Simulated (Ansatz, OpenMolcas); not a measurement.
**BCl (SMILES [B]Cl): the energy, rung by rung**

The species is BCl (2 atoms), meant as a singlet with charge 0. As SMILES, `[B]Cl`. The coordinates come from a PBE0-D4/def2-TZVP relaxation.

```xyz
2

B     0.0000    0.0000   -0.0697
Cl    0.0000    0.0000    1.6482
```

Quantity: the energy change with the B1–Cl2 bond stretched from 1.718 to 1.973 Å, in eV. The values are calculated.

| level | kind | program | value (eV) | less FCI/STO-3G |
| --- | --- | --- | --- | --- |
| HF/STO-3G (restricted) | Hartree–Fock | Ansatz | 0.25 | +0.10 |
| BLYP/STO-3G (restricted) | GGA | Ansatz | 0.04 | -0.11 |
| PBE0/STO-3G (restricted) | global hybrid | Ansatz | 0.18 | +0.03 |
| r2SCAN0/STO-3G (restricted) | hybrid meta-GGA | Ansatz | 0.21 | +0.06 |
| CAM-B3LYP/STO-3G (restricted) | range-separated hybrid | Ansatz | 0.21 | +0.06 |
| wB97X/STO-3G (restricted) | range-separated hybrid | Ansatz | 0.22 | +0.07 |
| BCCD(T)/STO-3G (restricted) | coupled cluster or CI | Ansatz | 0.15 | 0.00 |
| CCSDTQ/STO-3G (restricted) | coupled cluster or CI | Ansatz | 0.15 | 0.00 |
| FCI/STO-3G | exact in the basis | OpenMolcas | 0.15 | 0.00 |

FCI/STO-3G is exact within its basis and frozen core, so for wave-function methods in that basis the difference is their error; functionals converge differently with the basis, so for them it is only a difference. The first shape isn't each level's own minimum. The values span 0.04 to 0.25 eV. All rows use very small basis sets, so even the best lies far from the true value.
